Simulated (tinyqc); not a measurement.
Worked calculation: Pariser-Parr-Pople SCF with singles CI, for the molecule C=CC=C([CH2+])Cl (SMILES; centres numbered as the heavy atoms are written). One step of it, computed by the program tinyqc.

Question. PPP integrals. Ohno: gamma = 14.399645/sqrt(R^2 + a^2), a = 2 x 14.399645/(gamma_rr + gamma_ss); H_rr = -W_r - sum_(s != r) z_s gamma_rs; H_rs = beta for bonds.

Centres (angstrom, eV; a flat drawing with bonds scaled to 1.40 angstrom):
```
centre          x          y  core charge z          W   gamma_rr
1C      -2.683000  -0.205000              1  11.160000  11.130000
2C      -1.384000   0.316000              1  11.160000  11.130000
3C      -0.283000  -0.549000              1  11.160000  11.130000
4C       1.017000  -0.028000              1  11.160000  11.130000
5C       2.118000  -0.893000              1  11.160000  11.130000
6Cl      1.215000   1.358000              2  26.000000  13.000000
```

Resonance integrals (eV):
```
i  j       beta
1  2  -2.390000
2  3  -2.390000
3  4  -2.390000
4  5  -2.390000
4  6  -1.590000
```

Give: repulsion gamma_rs; core matrix H.

Answer.

repulsion gamma_rs (eV), lower triangle:
```
         1C      2C      3C      4C      5C     6Cl
1C   11.130
2C    7.555  11.130
3C    5.240   7.553  11.130
4C    3.670   5.238   7.552  11.130
5C    2.869   3.669   5.238   7.553  11.130
6Cl   3.298   4.731   5.328   7.827   5.327  13.000
```

core matrix H (eV), lower triangle:
```
          1C       2C       3C       4C       5C      6Cl
1C   -37.090
2C    -2.390  -44.638
3C     0.000   -2.390  -47.399
4C     0.000    0.000   -2.390  -50.828
5C     0.000    0.000    0.000   -2.390  -41.144
6Cl    0.000    0.000    0.000   -1.590    0.000  -52.511
```
